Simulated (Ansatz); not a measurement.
The same path of H2O + H4Si (8 atoms, charge 0, multiplicity 1) was run twice with different band settings. Lost on the way: Si1–H2, O6–H8. Made: Si1–O6, H2–H8.

Theory: RKS BLYP/def2-SVP in Ansatz.

Relaxed end points:

```xyz
8
Properties=species:S:1:pos:R:3
Si 0.403 0.036 -0.155
H 0.382 -0.134 1.335
H 1.841 0.002 -0.593
H -0.189 1.348 -0.553
H -0.307 -1.107 -0.814
O -2.572 0.036 0.918
H -2.618 -0.935 0.806
H -2.203 0.126 1.820
```

```xyz
8
Properties=species:S:1:pos:R:3
Si -0.144 -0.059 -0.837
H -1.434 0.424 3.518
H 1.184 -0.595 -0.375
H -0.040 1.413 -1.069
H -0.496 -0.749 -2.127
O -1.356 -0.250 0.326
H -1.569 -1.168 0.575
H -1.406 0.354 2.754
```

Common settings: spring 5.0 eV/Å²; optimiser quadratic models (default); start path through a guess of the saddle point; force threshold 0.05 eV/Å; iteration limit 60; end points relaxed.

| run | movable images | climbing image |
| --- | --- | --- |
| 1 | 5 | yes |
| 2 | 4 | no |

(1) What does each run give, and how far can it be trusted?

## Answers

(1) Run 1: converged after 19 iterations, highest image 1.568 eV above the first end. Neighbouring images differ by up to 1.6 eV, so the band resolves the path poorly. A vibrational analysis at the climbing image gives one clearly imaginary mode, 1211i cm⁻¹: a first-order saddle point.
Run 2: converged after 33 iterations, highest image 0.892 eV above the first end. Neighbouring images differ by up to 1.3 eV, so the band resolves the path poorly. No image climbed, so the highest image needn't sit at the top of the path. A band with more images between the same ends climbed to 1.57 eV, so this one has probably stepped over the top.
The orbitals stay closed-shell, which can raise the energy where a bond breaks towards radicals; this wasn't checked here.
